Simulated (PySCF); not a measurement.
oxygen (O2), SMILES O=O (connectivity only; charge and spin as stated), neutral, multiplicity 3.

Geometry: PBE0-D3(BJ)/def2-TZVPD.

The numbers are results of PySCF with r2SCAN/def2-TZVPD, not measurements.

Gas-phase values at a fixed geometry.

```
Item                                                              Result
-----------------------------------------------  -----------------------
total energy                                          -150.32477 hartree
point group                                                          D∞h
α spin, highest occupied and lowest empty level        -7.32 and 1.59 eV
β spin, highest occupied and lowest empty level      -11.96 and -3.87 eV
dipole moment                                                     0.00 D
mean static polarisability                          10.5 bohr³ (1.55 Å³)
polarisability, principal values                    8.2, 8.2, 15.1 bohr³
⟨S²⟩                                             2.010 (pure state 2.00)
```
